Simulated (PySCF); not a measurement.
## SiC⁺ at PBE

Computed with PBE; PySCF, no relativity, basis sets Si 6-311G(d,p), C 6-311G(d,p).

```
state                                                                                                             : ⁴Σ⁻ (quartet), unpaired electrons σ ↑, π ↑↑
bond length                                                                                                       : 1.845 Å
harmonic wavenumber                                                                                               : 780 cm⁻¹
force constant                                                                                                    : 3.01 mdyn/Å
rotational constant Be                                                                                            : 0.5895 cm⁻¹
anharmonicity ωexe                                                                                                : 5.58 cm⁻¹
vibration–rotation constant αe                                                                                    : 0.00568 cm⁻¹
well depth De to Si⁺ + C                                                                                          : 91.5 kcal/mol
dissociation energy D0                                                                                            : 90.4 kcal/mol
bond order (Mayer)                                                                                                : 1.59
dipole moment (positive dipole points towards C; it is taken about the centre of mass and depends on that origin) : -1.16 D
```

For an ion De counts to the pair picked by the measured ionisation energies or electron affinities, which need not be the lowest pair at this level. The state is the lowest determinant that a PBE0 search found; another state may lie lower at other levels.
